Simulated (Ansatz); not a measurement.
C2H7N, SMILES `CCN` (charge 0, multiplicity 1).

Level of theory: frozen-core CCSD(T)/cc-pVDZ // PBE0-D3(BJ)/def2-TZVP in Ansatz (an electronic-structure program).

Ansatz 0.2 input:
```yaml
crystal:
  periodic: [false, false, false]
  atoms:
    - { symbol: C, position_ang: [1.012507, 0.345028, 0.078641] }
    - { symbol: C, position_ang: [-0.269749, -0.147517, -0.574779] }
    - { symbol: N, position_ang: [-1.373676, -0.424289, 0.329757] }
    - { symbol: H, position_ang: [1.794524, 0.530926, -0.663392] }
    - { symbol: H, position_ang: [1.395489, -0.39144, 0.79125] }
    - { symbol: H, position_ang: [0.839707, 1.277729, 0.62369] }
    - { symbol: H, position_ang: [-0.615382, 0.588454, -1.307587] }
    - { symbol: H, position_ang: [-0.066078, -1.06126, -1.14198] }
    - { symbol: H, position_ang: [-1.614043, 0.408137, 0.855208] }
    - { symbol: H, position_ang: [-1.103299, -1.125772, 1.00919] }
basis:
  gaussian: { orbitals: cc-pVDZ }
correlation:
  method: ccsd_t
```

Output:

```
Functional definition: HF
700 factors; integrals over basis functions are off by at most 1.3e-3 eV
mean field evaluation 1: about -3651.1734 eV, gradient 3.0e1 eV
mean field evaluation 2: about -3651.1742 eV, gradient 3.0e1 eV
mean field evaluation 4: about -3653.4393 eV, gradient 2.9e0 eV
mean field evaluation 8: about -3653.4666 eV, gradient 1.0e-4 eV
mean field evaluation 16: about -3653.4661 eV, gradient 1.5e-1 eV
mean field -3653.46656845 eV, -134.2624199819 hartree, gradient 1.1e-6 eV, S^2 0.000000; 0 other end points of the search recorded, 0 dependent functions left out
3 core orbitals not correlated
reference -3653.46656845 eV, -134.2624199819 hartree; 10, 10 occupied and 64, 64 virtual orbitals, 700 factors
second order -12.74619412 eV of doubles, -0.00000000 eV of singles
cycle   1  -13.53667088 eV  change   -7.9e-1 eV  update   6.6e-2
cycle   2  -13.87873660 eV  change   -3.4e-1 eV  update   2.0e-2
cycle   3  -13.92222489 eV  change   -4.3e-2 eV  update   6.6e-3
cycle   4  -13.92337344 eV  change   -1.1e-3 eV  update   1.7e-3
cycle   5  -13.92402098 eV  change   -6.5e-4 eV  update   6.3e-4
cycle   6  -13.92414656 eV  change   -1.3e-4 eV  update   2.1e-4
cycle   7  -13.92408460 eV  change    6.2e-5 eV  update   9.1e-5
cycle   8  -13.92407756 eV  change    7.0e-6 eV  update   3.7e-5
cycle   9  -13.92407194 eV  change    5.6e-6 eV  update   1.1e-5
perturbative correction -0.36291052 eV, -0.0133367155 hartree
Total energy: -3667.75355091 eV, -134.7874569032 hartree
```
